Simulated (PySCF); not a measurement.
The vertical singlet excitations below were computed for one of the candidates. Method: PySCF 2.14.0, density-fitted response routines, TDDFT CAM-B3LYP/def2-SVPD, vertical, gas phase, core orbitals frozen in the response. Geometries: PBE0-D3(BJ)/def2-SVP, one conformer each.

```csv
state,ν̃ (cm⁻¹),f,"main configurations (H = HOMO, L = LUMO)"
S1,31300,0.0004,H→L (92%)
S2,48870,0.318,H-1→L (95%)
S3,56820,0.0001,"H-3→L (44%), H→L+4 (10%), H-2→L (10%)"
S4,58400,0.0001,"H-2→L (66%), H→L+4 (8%)"
S5,60570,0.029,"H→L+1 (55%), H→L+3 (17%), H-3→L (11%)"
S6,61390,0.0077,"H-3→L (27%), H→L+2 (18%), H-2→L (12%)"
```

Problem. Which structure fits? All have the formula C5H8O.
A. `O=C1[C@@H](CC1)C`
B. `CO/C=C/C=C`
C. `C=C(C=O)CC`

Solution. C. Its S1, at 3.88 eV, is the lowest among the candidates; the nearest of the others has S1 at 4.32 eV. S1 is HOMO→LUMO (92%). Löwdin shares by element: HOMO oxygen 58%, carbon 26% or more, hydrogen 9% or more; LUMO carbon 65% or more, oxygen 23%. At the same level the other candidates give, for their lowest levels:
- `C[C@@H]1CCC1=O`: 4.32 eV (f 0.000); 7.02 eV (f 0.026); 7.60 eV (f 0.011); 7.78 eV (f 0.013); 7.79 eV (f 0.016); T1 3.79 eV; HOMO -8.56, LUMO 0.45 eV
- `C=C/C=C/OC`: 5.62 eV (f 0.743); 6.05 eV (f 0.003); 6.16 eV (f 0.000); 6.59 eV (f 0.031); 6.91 eV (f 0.004); T1 3.17 eV; HOMO -7.29, LUMO 0.73 eV

The values belong to the conformer `[CH2:1]=[C:2]([CH:3]=[O:4])[CH2:5][CH3:6]`: C1–C2–C3–O4 180°, C1–C2–C5–C6 -103°.
Triplets come from the Tamm–Dancoff approximation.
